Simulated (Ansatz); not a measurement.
Ansatz (a first-principles code) input:
A basis named .json is the Basis Set Exchange file of that set.

Ansatz 0.2 input:
```yaml
crystal:
  periodic: [false, false, false]
  atoms:
    - {symbol: P, position_ang: [-0.00000000, -0.00000000, -0.94474959]}
    - {symbol: P, position_ang: [0.00000000, 0.00000000, 0.94474959]}
basis:
  gaussian:
    orbitals: aug-cc-pV_D+d_Z.json
magnetization: {spin_polarized: false}
correlation: {method: ccsd_t, electrons: outside_noble_gas}
output: {forces: true}
```

Task: Predict the final energy.

Result: -681.74790 Eh (CCSD(T)/aug-cc-pV(D+d)Z). The basis has 64 functions.
